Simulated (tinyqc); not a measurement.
UHF in the sto-3g basis, for NH3+, spin multiplicity 2, step by step (part 1 of 3). Computed by tinyqc, a small Python program that keeps every step (integrals from PySCF). Settings: charge = 1, multiplicity = 2, basis = sto-3g, energy threshold = 1e-10, iteration cap = 59, orthogonalisation = canonical, start = Wolfsberg-Helmholz matrix, DIIS depth = 8, DIIS from iteration = 3, method = UHF. Command: `OMP_NUM_THREADS=1 python tinyqc.py 30925 30926 out.jsonl` (the two numbers bound the seeds that draw the settings). One thread of a shared host (Intel(R) Xeon(R) Processor @ 2.60GHz), about 0.1 s of CPU time with the checks. Later iterations appear only in the table of the cycle.

## One-electron integrals

Geometry (angstrom):
```
atom        x        y       z
N      0.0000   0.0000  0.3090
H      0.9610   0.0000  0.0000
H     -0.4800   0.8320  0.0000
H     -0.4800  -0.8320  0.0000
```

Basis sto-3g: exponents (1/bohr^2) and contraction coefficients of normalised primitives:
```
element  l (shell)  exponent  coefficient
N            s (1)   99.1062       0.1543
N            s (1)   18.0523       0.5353
N            s (1)    4.8857       0.4446
N            s (2)    3.7805      -0.1000
N            s (2)    0.8785       0.3995
N            s (2)    0.2857       0.7001
N            p (3)    3.7805       0.1559
N            p (3)    0.8785       0.6077
N            p (3)    0.2857       0.3920
H            s (1)    3.4253       0.1543
H            s (1)    0.6239       0.5353
H            s (1)    0.1689       0.4446
```

Overlap, kinetic and nuclear-attraction integrals over the contracted functions; the nuclear repulsion is the sum of Za Zb / Rab.

nuclear repulsion = 11.965920 hartree

overlap S:
```
         1N 1s   1N 2s   1N 2px   1N 2py   1N 2pz    2H 1s    3H 1s    4H 1s
1N 1s   1.0000  0.2350   0.0000   0.0000   0.0000   0.0588   0.0588   0.0588
1N 2s   0.2350  1.0000   0.0000   0.0000   0.0000   0.4965   0.4968   0.4968
1N 2px  0.0000  0.0000   1.0000   0.0000   0.0000   0.4194  -0.2097  -0.2097
1N 2py  0.0000  0.0000   0.0000   1.0000   0.0000   0.0000   0.3634  -0.3634
1N 2pz  0.0000  0.0000   0.0000   0.0000   1.0000  -0.1349  -0.1350  -0.1350
2H 1s   0.0588  0.4965   0.4194   0.0000  -0.1349   1.0000   0.2020   0.2020
3H 1s   0.0588  0.4968  -0.2097   0.3634  -0.1350   0.2020   1.0000   0.2019
4H 1s   0.0588  0.4968  -0.2097  -0.3634  -0.1350   0.2020   0.2019   1.0000
```

kinetic energy T (hartree):
```
          1N 1s    1N 2s   1N 2px   1N 2py   1N 2pz    2H 1s    3H 1s    4H 1s
1N 1s   21.9908  -0.1284   0.0000   0.0000   0.0000  -0.0060  -0.0060  -0.0060
1N 2s   -0.1284   0.6070   0.0000   0.0000   0.0000   0.1240   0.1242   0.1242
1N 2px   0.0000   0.0000   1.8994   0.0000   0.0000   0.2721  -0.1361  -0.1361
1N 2py   0.0000   0.0000   0.0000   1.8994   0.0000   0.0000   0.2360  -0.2360
1N 2pz   0.0000   0.0000   0.0000   0.0000   1.8994  -0.0875  -0.0876  -0.0876
2H 1s   -0.0060   0.1240   0.2721   0.0000  -0.0875   0.7600  -0.0010  -0.0010
3H 1s   -0.0060   0.1242  -0.1361   0.2360  -0.0876  -0.0010   0.7600  -0.0010
4H 1s   -0.0060   0.1242  -0.1361  -0.2360  -0.0876  -0.0010  -0.0010   0.7600
```

nuclear attraction V (hartree):
```
           1N 1s    1N 2s   1N 2px   1N 2py   1N 2pz    2H 1s    3H 1s    4H 1s
1N 1s   -47.7591  -5.8027   0.0000   0.0000   0.0146  -1.4882  -1.4898  -1.4898
1N 2s    -5.8027  -8.4029   0.0000   0.0000   0.1677  -3.4685  -3.4709  -3.4709
1N 2px    0.0000   0.0000  -8.3944   0.0000   0.0000  -2.6649   1.3323   1.3323
1N 2py    0.0000   0.0000   0.0000  -8.3946   0.0000   0.0000  -2.3094   2.3094
1N 2pz    0.0146   0.1677   0.0000   0.0000  -8.2530   0.9055   0.9064   0.9064
2H 1s    -1.4882  -3.4685  -2.6649   0.0000   0.9055  -5.4223  -1.2120  -1.2120
3H 1s    -1.4898  -3.4709   1.3323  -2.3094   0.9064  -1.2120  -5.4237  -1.2121
4H 1s    -1.4898  -3.4709   1.3323   2.3094   0.9064  -1.2120  -1.2121  -5.4237
```

core Hamiltonian H = T + V (hartree):
```
           1N 1s    1N 2s   1N 2px   1N 2py   1N 2pz    2H 1s    3H 1s    4H 1s
1N 1s   -25.7683  -5.9311   0.0000   0.0000   0.0146  -1.4943  -1.4958  -1.4958
1N 2s    -5.9311  -7.7959   0.0000   0.0000   0.1677  -3.3445  -3.3467  -3.3467
1N 2px    0.0000   0.0000  -6.4950   0.0000   0.0000  -2.3928   1.1962   1.1962
1N 2py    0.0000   0.0000   0.0000  -6.4953   0.0000   0.0000  -2.0734   2.0734
1N 2pz    0.0146   0.1677   0.0000   0.0000  -6.3537   0.8180   0.8188   0.8188
2H 1s    -1.4943  -3.3445  -2.3928   0.0000   0.8180  -4.6623  -1.2130  -1.2130
3H 1s    -1.4958  -3.3467   1.1962  -2.0734   0.8188  -1.2130  -4.6636  -1.2131
4H 1s    -1.4958  -3.3467   1.1962   2.0734   0.8188  -1.2130  -1.2131  -4.6636
```

## Two-electron integrals

Functions are numbered as in S; the eight-fold symmetry (ij|kl) = (ji|kl) = (kl|ij) leaves the list below.

Two-electron integrals (ij|kl) in chemists' order, unique and non-zero (hartree):
```
(11|11) 4.1666      (21|11) 0.6408      (21|21) 0.1175      (22|11) 0.9699
(22|21) 0.2209      (22|22) 0.7082      (31|31) 0.0210      (32|31) 0.0325
(32|32) 0.1564      (33|11) 0.9671      (33|21) 0.2210      (33|22) 0.7081
(33|33) 0.7628      (41|41) 0.0210      (42|41) 0.0325      (42|42) 0.1564
(43|43) 0.0411      (44|11) 0.9671      (44|21) 0.2210      (44|22) 0.7081
(44|33) 0.6806      (44|44) 0.7628      (51|51) 0.0210      (52|51) 0.0325
(52|52) 0.1564      (53|53) 0.0411      (54|54) 0.0411      (55|11) 0.9671
(55|21) 0.2210      (55|22) 0.7081      (55|33) 0.6806      (55|44) 0.6806
(55|55) 0.7628      (61|11) 0.1625      (61|21) 0.0295      (61|22) 0.0552
(61|31) 0.0015      (61|32) 0.0028      (61|33) 0.0555      (61|44) 0.0551
(61|51) -4.76e-04   (61|52) -0.0009     (61|53) -1.23e-04   (61|55) 0.0551
(61|61) 0.0076      (62|11) 0.3758      (62|21) 0.0866      (62|22) 0.3041
(62|31) 0.0069      (62|32) 0.0511      (62|33) 0.3142      (62|44) 0.2980
(62|51) -0.0022     (62|52) -0.0164     (62|53) -0.0052     (62|55) 0.2997
(62|61) 0.0224      (62|62) 0.1629      (63|11) 0.2742      (63|21) 0.0640
(63|22) 0.2393      (63|31) 0.0135      (63|32) 0.0895      (63|33) 0.2610
(63|44) 0.2278      (63|51) -0.0014     (63|52) -0.0122     (63|53) -0.0073
(63|55) 0.2290      (63|61) 0.0173      (63|62) 0.1540      (63|63) 0.1657
(64|41) 0.0091      (64|42) 0.0515      (64|43) 0.0105      (64|54) -0.0034
(64|64) 0.0222      (65|11) -0.0882     (65|21) -0.0206     (65|22) -0.0770
(65|31) -0.0014     (65|32) -0.0122     (65|33) -0.0772     (65|44) -0.0732
(65|51) 0.0095      (65|52) 0.0555      (65|53) 0.0117      (65|55) -0.0804
(65|61) -0.0056     (65|62) -0.0495     (65|63) -0.0461     (65|65) 0.0370
(66|11) 0.5079      (66|21) 0.1189      (66|22) 0.4751      (66|31) 0.0126
(66|32) 0.1251      (66|33) 0.5133      (66|44) 0.4526      (66|51) -0.0040
(66|52) -0.0402     (66|53) -0.0195     (66|55) 0.4588      (66|61) 0.0311
(66|62) 0.3142      (66|63) 0.3338      (66|65) -0.1073     (66|66) 0.7746
(71|11) 0.1627      (71|21) 0.0296      (71|22) 0.0553      (71|31) -0.0007
(71|32) -0.0014     (71|33) 0.0552      (71|41) 0.0013      (71|42) 0.0024
(71|43) -1.65e-04   (71|44) 0.0554      (71|51) -4.76e-04   (71|52) -0.0009
(71|53) 6.14e-05    (71|54) -1.06e-04   (71|55) 0.0552      (71|61) 0.0074
(71|62) 0.0214      (71|63) 0.0154      (71|64) 0.0007      (71|65) -0.0053
(71|66) 0.0293      (71|71) 0.0076      (72|11) 0.3761      (72|21) 0.0866
(72|22) 0.3043      (72|31) -0.0034     (72|32) -0.0256     (72|33) 0.3023
(72|41) 0.0060      (72|42) 0.0443      (72|43) -0.0070     (72|44) 0.3104
(72|51) -0.0022     (72|52) -0.0165     (72|53) 0.0026      (72|54) -0.0045
(72|55) 0.2999      (72|61) 0.0214      (72|62) 0.1265      (72|63) 0.0917
(72|64) 0.0142      (72|65) -0.0374     (72|66) 0.1972      (72|71) 0.0224
(72|72) 0.1631      (73|11) -0.1371     (73|21) -0.0320     (73|22) -0.1197
(73|31) 0.0102      (73|32) 0.0611      (73|33) -0.1259     (73|41) -0.0019
(73|42) -0.0164     (73|43) 0.0117      (73|44) -0.1185     (73|51) 0.0007
(73|52) 0.0061      (73|53) -0.0044     (73|54) 0.0017      (73|55) -0.1145
(73|61) -0.0071     (73|62) -0.0336     (73|63) -0.0086     (73|64) -0.0029
(73|65) 0.0097      (73|66) -0.0383     (73|71) -0.0087     (73|72) -0.0770
(73|73) 0.0581      (74|11) 0.2377      (74|21) 0.0555      (74|22) 0.2074
(74|31) -0.0019     (74|32) -0.0164     (74|33) 0.2000      (74|41) 0.0124
(74|42) 0.0801      (74|43) -0.0098     (74|44) 0.2235      (74|51) -0.0012
(74|52) -0.0106     (74|53) 0.0017      (74|54) -0.0063     (74|55) 0.1985
(74|61) 0.0137      (74|62) 0.0865      (74|63) 0.0621      (74|64) 0.0256
(74|65) -0.0251     (74|66) 0.1352      (74|71) 0.0150      (74|72) 0.1336
(74|73) -0.0622     (74|74) 0.1300      (75|11) -0.0883     (75|21) -0.0206
(75|22) -0.0770     (75|31) 0.0007      (75|32) 0.0061      (75|33) -0.0743
(75|41) -0.0012     (75|42) -0.0106     (75|43) 0.0017      (75|44) -0.0763
(75|51) 0.0095      (75|52) 0.0555      (75|53) -0.0059     (75|54) 0.0102
(75|55) -0.0805     (75|61) -0.0053     (75|62) -0.0374     (75|63) -0.0266
(75|64) -0.0042     (75|65) 0.0273      (75|66) -0.0630     (75|71) -0.0056
(75|72) -0.0496     (75|73) 0.0231      (75|74) -0.0400     (75|75) 0.0371
(76|11) 0.1269      (76|21) 0.0294      (76|22) 0.1091      (76|31) 0.0010
(76|32) 0.0079      (76|33) 0.1094      (76|41) 0.0016      (76|42) 0.0136
(76|43) 4.24e-04    (76|44) 0.1099      (76|51) -0.0012     (76|52) -0.0101
(76|53) -0.0012     (76|54) -0.0021     (76|55) 0.1080      (76|61) 0.0075
(76|62) 0.0551      (76|63) 0.0481      (76|64) 0.0056      (76|65) -0.0186
(76|66) 0.1034      (76|71) 0.0075      (76|72) 0.0551      (76|73) -0.0192
(76|74) 0.0445      (76|75) -0.0186     (76|76) 0.0224      (77|11) 0.5081
(77|21) 0.1189      (77|22) 0.4752      (77|31) -0.0063     (77|32) -0.0626
(77|33) 0.4679      (77|41) 0.0109      (77|42) 0.1084      (77|43) -0.0263
(77|44) 0.4983      (77|51) -0.0040     (77|52) -0.0403     (77|53) 0.0098
(77|54) -0.0169     (77|55) 0.4590      (77|61) 0.0293      (77|62) 0.1971
(77|63) 0.1362      (77|64) 0.0344      (77|65) -0.0629     (77|66) 0.3144
(77|71) 0.0311      (77|72) 0.3145      (77|73) -0.1669     (77|74) 0.2893
(77|75) -0.1074     (77|76) 0.1034      (77|77) 0.7746      (81|11) 0.1627
(81|21) 0.0296      (81|22) 0.0553      (81|31) -0.0007     (81|32) -0.0014
(81|33) 0.0552      (81|41) -0.0013     (81|42) -0.0024     (81|43) 1.65e-04
(81|44) 0.0554      (81|51) -4.76e-04   (81|52) -0.0009     (81|53) 6.14e-05
(81|54) 1.06e-04    (81|55) 0.0552      (81|61) 0.0074      (81|62) 0.0214
(81|63) 0.0154      (81|64) -0.0007     (81|65) -0.0053     (81|66) 0.0293
(81|71) 0.0074      (81|72) 0.0214      (81|73) -0.0083     (81|74) 0.0131
(81|75) -0.0053     (81|76) 0.0072      (81|77) 0.0293      (81|81) 0.0076
(82|11) 0.3761      (82|21) 0.0866      (82|22) 0.3043      (82|31) -0.0034
(82|32) -0.0256     (82|33) 0.3023      (82|41) -0.0060     (82|42) -0.0443
(82|43) 0.0070      (82|44) 0.3104      (82|51) -0.0022     (82|52) -0.0165
(82|53) 0.0026      (82|54) 0.0045      (82|55) 0.2999      (82|61) 0.0214
(82|62) 0.1265      (82|63) 0.0917      (82|64) -0.0142     (82|65) -0.0374
(82|66) 0.1972      (82|71) 0.0214      (82|72) 0.1265      (82|73) -0.0581
(82|74) 0.0724      (82|75) -0.0374     (82|76) 0.0444      (82|77) 0.1972
(82|81) 0.0224      (82|82) 0.1631      (83|11) -0.1371     (83|21) -0.0320
(83|22) -0.1197     (83|31) 0.0102      (83|32) 0.0611      (83|33) -0.1259
(83|41) 0.0019      (83|42) 0.0164      (83|43) -0.0117     (83|44) -0.1185
(83|51) 0.0007      (83|52) 0.0061      (83|53) -0.0044     (83|54) -0.0017
(83|55) -0.1145     (83|61) -0.0071     (83|62) -0.0336     (83|63) -0.0086
(83|64) 0.0029      (83|65) 0.0097      (83|66) -0.0383     (83|71) -0.0083
(83|72) -0.0581     (83|73) 0.0427      (83|74) -0.0325     (83|75) 0.0169
(83|76) -0.0152     (83|77) -0.0978     (83|81) -0.0087     (83|82) -0.0770
(83|83) 0.0581      (84|11) -0.2377     (84|21) -0.0555     (84|22) -0.2074
(84|31) 0.0019      (84|32) 0.0164      (84|33) -0.2000     (84|41) 0.0124
(84|42) 0.0801      (84|43) -0.0098     (84|44) -0.2235     (84|51) 0.0012
(84|52) 0.0106      (84|53) -0.0017     (84|54) -0.0063     (84|55) -0.1985
(84|61) -0.0137     (84|62) -0.0865     (84|63) -0.0621     (84|64) 0.0256
(84|65) 0.0251      (84|66) -0.1352     (84|71) -0.0131     (84|72) -0.0724
(84|73) 0.0325      (84|74) -0.0257     (84|75) 0.0209      (84|76) -0.0264
(84|77) -0.1008     (84|81) -0.0150     (84|82) -0.1336     (84|83) 0.0622
(84|84) 0.1300      (85|11) -0.0883     (85|21) -0.0206     (85|22) -0.0770
(85|31) 0.0007      (85|32) 0.0061      (85|33) -0.0743     (85|41) 0.0012
(85|42) 0.0106      (85|43) -0.0017     (85|44) -0.0763     (85|51) 0.0095
(85|52) 0.0555      (85|53) -0.0059     (85|54) -0.0102     (85|55) -0.0805
(85|61) -0.0053     (85|62) -0.0374     (85|63) -0.0266     (85|64) 0.0042
(85|65) 0.0273      (85|66) -0.0630     (85|71) -0.0053     (85|72) -0.0374
(85|73) 0.0169      (85|74) -0.0209     (85|75) 0.0274      (85|76) -0.0146
(85|77) -0.0630     (85|81) -0.0056     (85|82) -0.0496     (85|83) 0.0231
(85|84) 0.0400      (85|85) 0.0371      (86|11) 0.1269      (86|21) 0.0294
(86|22) 0.1091      (86|31) 0.0010      (86|32) 0.0079      (86|33) 0.1094
(86|41) -0.0016     (86|42) -0.0136     (86|43) -4.24e-04   (86|44) 0.1099
(86|51) -0.0012     (86|52) -0.0101     (86|53) -0.0012     (86|54) 0.0021
(86|55) 0.1080      (86|61) 0.0075      (86|62) 0.0551      (86|63) 0.0481
(86|64) -0.0056     (86|65) -0.0186     (86|66) 0.1034      (86|71) 0.0072
(86|72) 0.0444      (86|73) -0.0152     (86|74) 0.0264      (86|75) -0.0146
(86|76) 0.0185      (86|77) 0.0695      (86|81) 0.0075      (86|82) 0.0551
(86|83) -0.0192     (86|84) -0.0445     (86|85) -0.0186     (86|86) 0.0224
(87|11) 0.1269      (87|21) 0.0294      (87|22) 0.1091      (87|31) -0.0019
(87|32) -0.0157     (87|33) 0.1102      (87|44) 0.1092      (87|51) -0.0012
(87|52) -0.0101     (87|53) 0.0024      (87|55) 0.1080      (87|61) 0.0072
(87|62) 0.0444      (87|63) 0.0305      (87|65) -0.0146     (87|66) 0.0695
(87|71) 0.0075      (87|72) 0.0551      (87|73) -0.0289     (87|74) 0.0389
(87|75) -0.0186     (87|76) 0.0185      (87|77) 0.1034      (87|81) 0.0075
(87|82) 0.0551      (87|83) -0.0289     (87|84) -0.0389     (87|85) -0.0186
(87|86) 0.0185      (87|87) 0.0224      (88|11) 0.5081      (88|21) 0.1189
(88|22) 0.4752      (88|31) -0.0063     (88|32) -0.0626     (88|33) 0.4679
(88|41) -0.0109     (88|42) -0.1084     (88|43) 0.0263      (88|44) 0.4983
(88|51) -0.0040     (88|52) -0.0403     (88|53) 0.0098      (88|54) 0.0169
(88|55) 0.4590      (88|61) 0.0293      (88|62) 0.1971      (88|63) 0.1362
(88|64) -0.0344     (88|65) -0.0629     (88|66) 0.3144      (88|71) 0.0293
(88|72) 0.1972      (88|73) -0.0978     (88|74) 0.1008      (88|75) -0.0630
(88|76) 0.0695      (88|77) 0.3144      (88|81) 0.0311      (88|82) 0.3145
(88|83) -0.1669     (88|84) -0.2893     (88|85) -0.1074     (88|86) 0.1034
(88|87) 0.1034      (88|88) 0.7746
```

## Orthogonalisation

S = U s U^T; canonical form X = U s^(-1/2), so that X^T S X = 1. Each column of U has its largest component positive (the first on a tie).

eigenvalues of S: 0.2694  0.3753  0.3755  0.9270  1.0489  1.4225  1.4228  2.1586

X:
```
              1        2        3        4        5        6        7        8
1N 1s   -0.3091   0.0000  -0.0004   0.7786   0.5992   0.0000   0.0000   0.1287
1N 2s    1.4625   0.0000   0.0013  -0.1552   0.1908   0.0000   0.0000   0.4102
1N 2px  -0.0012   0.0000   1.0366   0.0001   0.0000   0.6475   0.0000   0.0000
1N 2py   0.0000   1.0371   0.0000   0.0000   0.0000   0.0000   0.6474   0.0000
1N 2pz  -0.3703   0.0000  -0.0003  -0.6392   0.7312   0.0000   0.0000  -0.1043
2H 1s   -0.6668   0.0000  -1.0297  -0.1152  -0.0882   0.4350   0.0000   0.2986
3H 1s   -0.6690  -0.8914   0.5138  -0.1152  -0.0883  -0.2174   0.3766   0.2987
4H 1s   -0.6690   0.8914   0.5138  -0.1152  -0.0883  -0.2174  -0.3766   0.2987
```

## Starting guess

The start is the generalised Wolfsberg-Helmholz matrix (K = 1.75) built on H; D(s) = C_occ C_occ^T for each spin.

D(alpha) at the start:
```
          1N 1s    1N 2s   1N 2px   1N 2py   1N 2pz    2H 1s    3H 1s    4H 1s
1N 1s    1.0214  -0.0748   0.0000   0.0000  -0.0422  -0.0650  -0.0650  -0.0650
1N 2s   -0.0748   0.4064   0.0001   0.0000   0.1500   0.1382   0.1383   0.1383
1N 2px   0.0000   0.0001   0.5863   0.0000   0.0000   0.2374  -0.1187  -0.1187
1N 2py   0.0000   0.0000   0.0000   0.5860   0.0000   0.0000   0.2056  -0.2056
1N 2pz  -0.0422   0.1500   0.0000   0.0000   0.9660  -0.0253  -0.0253  -0.0253
2H 1s   -0.0650   0.1382   0.2374   0.0000  -0.0253   0.1511   0.0070   0.0070
3H 1s   -0.0650   0.1383  -0.1187   0.2056  -0.0253   0.0070   0.1512   0.0070
4H 1s   -0.0650   0.1383  -0.1187  -0.2056  -0.0253   0.0070   0.0070   0.1512
```

D(beta) at the start:
```
          1N 1s    1N 2s   1N 2px   1N 2py   1N 2pz    2H 1s    3H 1s    4H 1s
1N 1s    1.0174  -0.0604   0.0000   0.0000   0.0197  -0.0648  -0.0649  -0.0649
1N 2s   -0.0604   0.3553   0.0001   0.0000  -0.0705   0.1376   0.1377   0.1377
1N 2px   0.0000   0.0001   0.5863   0.0000   0.0000   0.2374  -0.1187  -0.1187
1N 2py   0.0000   0.0000   0.0000   0.5860   0.0000   0.0000   0.2056  -0.2056
1N 2pz   0.0197  -0.0705   0.0000   0.0000   0.0141  -0.0276  -0.0277  -0.0277
2H 1s   -0.0648   0.1376   0.2374   0.0000  -0.0276   0.1511   0.0070   0.0070
3H 1s   -0.0649   0.1377  -0.1187   0.2056  -0.0277   0.0070   0.1512   0.0070
4H 1s   -0.0649   0.1377  -0.1187  -0.2056  -0.0277   0.0070   0.0070   0.1512
```
